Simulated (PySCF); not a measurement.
## Spin-rotation constants: `[BH]`, BH

Molfile (atoms numbered from 1):
```
BH
     RDKit          3D

  2  1  0  0  0  0  0  0  0  0999 V2000
    0.6237   -0.0007   -0.0011 B   0  0  0  0  0  1  0  0  0  0  0  0
   -0.6286    0.0072   -0.0105 H   0  0  0  0  0  0  0  0  0  0  0  0
  1  2  1  0
M  RAD  1   1   3
M  END
```

Method: GIAO HF/aug-pcSseg-2 magnetisability, rotational g tensor and spin-rotation constants, non-relativistic, gas phase (PySCF). Geometry: PBE0-D3(BJ)/def2-SVP.

(1) Give the nuclear spin-rotation constants along the inertial axes (H = +C I·J) beside the isotropic shieldings.

Results:

(1) Rotational constants –, 348.9786, 348.9786 GHz.
| atom | isotope | Caa (kHz) | Cbb (kHz) | Ccc (kHz) | mean (kHz) | σ (ppm) |
| --- | --- | --- | --- | --- | --- | --- |
| B1 | 11B | – | 471.486 | 471.486 | 471.486 | -259.2 |
| H2 | 1H | – | -14.176 | -14.176 | -14.176 | 24.4 |

For the geometry as given, no vibrational averaging.
